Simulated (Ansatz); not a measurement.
# AlFHO radical: up Jacob's ladder to CCSD(T)

One table from this session's results is given with a row withheld; the runs are named, their logs left out.

Method: functionals in def2-TZVPP, the program's frozen cores in correlated methods; program: Ansatz 0.2.0, Gaussian basis.

Plan: LDA (SPW92), PBE-D4, revPBE-D4, BLYP-D4, r2SCAN-D4, B97M-V, PBE0-D4, B3LYP-D4, r2SCANh-D4, r2SCAN0-D4, HSE06-D4, BHLYP-D4, CAM-B3LYP-D4, LC-ωPBE, ωB97X-V, ωB97M-V, B2PLYP, PBE-QIDH; CCSD(T)/def2-SVP; CCSD(T)/def2-TZVPP; MP2/def2-QZVPP; extrapolation to the limit; RPA on PBE.

## The geometry

An earlier PBE0-D4 in a triple-zeta def2 set relaxation fixed the geometry.

SMILES `[O][AlH][F]`, 4 atoms, charge 0, spin multiplicity 2.

Atoms are counted from 1 here; the program's logs count them from 0.

Bond lengths: O1–Al2 1.731 Å, Al2–F3 1.641 Å, Al2–H4 1.564 Å. Angles: O1–Al2–F3 117.5°, O1–Al2–H4 119.2°, F3–Al2–H4 123.3°.

The first run:

in.yaml

```yaml
crystal:
  periodic: [false, false, false]
  atoms:
    - {symbol: O, position_ang: [-0.128309, -1.061616, 1.299421]}
    - {symbol: Al, position_ang: [0.038180, 0.026084, -0.037049]}
    - {symbol: F, position_ang: [-1.126521, -0.010268, -1.192231]}
    - {symbol: H, position_ang: [1.272150, 0.985600, -0.090441]}
basis:
  gaussian: {orbitals: def2-TZVPP}
magnetization: {spin_polarized: true, initial_magnetization: 1}
hamiltonian: {xc: lda}
output: {orbitals: {seedname: orbitals}}
```

Steps of the session up to this table: LDA; PBE-D4 (GGA); revPBE-D4 (GGA); BLYP-D4 (GGA); r2SCAN-D4 (meta-GGA); B97M-V (meta-GGA); PBE0-D4 (hybrid); B3LYP-D4 (hybrid); r2SCANh-D4 (hybrid); r2SCAN0-D4 (hybrid); HSE06-D4 (hybrid); BHLYP-D4 (hybrid); CAM-B3LYP-D4 (range-separated); LC-ωPBE-D4 (range-separated; the results give it without D4); ωB97X-V (range-separated); ωB97M-V (range-separated); B2PLYP (double hybrid); PBE-QIDH (double hybrid).

One table of the session follows, with a row left open; its other results are not shown here.

It belongs to the step «Frontier levels by functional». 

```
  functional  HOMO (eV)  LUMO (eV)  gap (eV)
 LDA (SPW92)      -7.74      -7.31      0.44
      PBE-D4      -7.69      -6.61      1.08
   revPBE-D4      -7.62      -6.42      1.20
     BLYP-D4      -7.61      -6.61      1.00
   r2SCAN-D4      -8.09      -5.77      2.32
      B97M-V      -8.18      -5.72      2.46
     PBE0-D4      -9.42      -4.64      4.78
    B3LYP-D4      -9.17      -5.27      3.90
  r2SCANh-D4      -8.73      -5.09      3.65
  r2SCAN0-D4      -9.70      -4.08      5.62
    HSE06-D4          ?          ?         ?
    BHLYP-D4     -11.09      -2.86      8.23
CAM-B3LYP-D4     -11.01      -3.55      7.45
     LC-ωPBE     -12.47      -1.99     10.47
     ωB97X-V     -12.03      -2.36      9.66
     ωB97M-V     -11.92      -2.41      9.51
```

Estimate the missing values for HSE06-D4.

**Answer.** HOMO (eV): -9.01; LUMO (eV): -5.05; gap (eV): 3.95. In the column «HOMO (eV)» it lies between B3LYP-D4 (-9.17) and r2SCANh-D4 (-8.73).
